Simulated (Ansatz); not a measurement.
Molecular dynamics, step by step

MgBH3O (SMILES B[O][MgH]), closed shell, BLYP-D4/pcseg-2 (Ansatz 0.2.0). Settings (timestep in fs, temperature in K; T counts 12 degrees of freedom):

```yaml
hamiltonian: {xc: {name: BLYP}, dispersion: d4}
md: {n_steps: 30, timestep: 0.75, temperature: 500, ensemble: nve, seed: 707, initial_velocities: maxwell_boltzmann}
```

Start (the SMILES describes the start alone):

```
6
angstrom
B -0.8782 0.2804 -0.9027
O 0.0170 -0.0156 0.0097
Mg 1.1942 -0.3962 1.2150
H -0.9411 -0.3590 -1.9057
H -1.6288 1.1897 -0.7286
H 2.2368 -0.6994 2.3122
```

```
step  time (fs)  potential energy less the start (meV)  kinetic energy (meV)  T (K)
   0       0.00                                    0.0                 258.5    500
   2       1.50                                   -5.9                 264.4    511
   4       3.00                                  -19.0                 277.1    536
   6       4.50                                  -19.8                 278.1    538
   8       6.00                                  -12.7                 271.3    525
  10       7.50                                  -13.1                 271.7    526
  12       9.00                                  -20.8                 279.4    540
  14      10.50                                  -32.1                 291.0    563
  16      12.00                                  -60.5                 319.4    618
  18      13.50                                 -105.4                 363.6    703
  20      15.00                                 -126.8                 384.4    743
  22      16.50                                  -90.2                 347.9    673
  24      18.00                                   -3.9                 262.2    507
  26      19.50                                   92.8                 166.3    322
  28      21.00                                  147.9                 111.7    216
  30      22.50                                  133.3                 125.8    243
```

Step 4, positions (Å) and forces (eV/Å):

| atom | x | y | z | Fx | Fy | Fz |
| --- | --- | --- | --- | --- | --- | --- |
| B1 | -0.900 | 0.290 | -0.918 | 0.035 | -0.241 | 0.113 |
| O2 | 0.036 | -0.013 | 0.020 | -2.489 | 0.954 | -2.451 |
| Mg3 | 1.198 | -0.403 | 1.216 | 0.947 | -0.326 | 0.957 |
| H4 | -0.990 | -0.382 | -1.944 | 0.152 | 0.170 | 0.315 |
| H5 | -1.730 | 1.203 | -0.797 | 0.545 | -0.321 | 0.190 |
| H6 | 2.234 | -0.663 | 2.388 | 0.810 | -0.236 | 0.877 |

Step 6, positions (Å) and forces (eV/Å):

| atom | x | y | z | Fx | Fy | Fz |
| --- | --- | --- | --- | --- | --- | --- |
| B1 | -0.912 | 0.294 | -0.925 | 0.221 | -0.432 | 0.270 |
| O2 | 0.041 | -0.010 | 0.021 | -2.942 | 1.144 | -2.869 |
| Mg3 | 1.201 | -0.407 | 1.218 | 1.424 | -0.441 | 1.513 |
| H4 | -1.011 | -0.391 | -1.957 | 0.233 | 0.283 | 0.524 |
| H5 | -1.768 | 1.203 | -0.826 | 0.780 | -0.448 | 0.280 |
| H6 | 2.263 | -0.654 | 2.458 | 0.285 | -0.106 | 0.283 |

Step 14, positions (Å) and forces (eV/Å):

```
atom       x       y       z      Fx      Fy      Fz
  B1  -0.947   0.300  -0.946   1.117  -0.899   0.775
  O2   0.022   0.016  -0.013  -1.425   0.634  -1.223
 Mg3   1.226  -0.426   1.239   0.963  -0.106   1.296
  H4  -1.040  -0.381  -1.919   0.168  -0.326  -0.384
  H5  -1.772   1.143  -0.865  -0.150   0.637   0.481
  H6   2.361  -0.625   2.702  -0.674   0.060  -0.945
```

Last step (30):

```
6
angstrom
B -0.9929 0.2705 -0.9778
O -0.0324 0.0821 -0.0898
Mg 1.2893 -0.4597 1.3049
H -1.0491 -0.4282 -1.9721
H -1.7222 1.2092 -0.7217
H 2.1576 -0.5608 2.5915
```

The run took about 51 s on 1 CPU thread of an Intel Xeon (shared host).
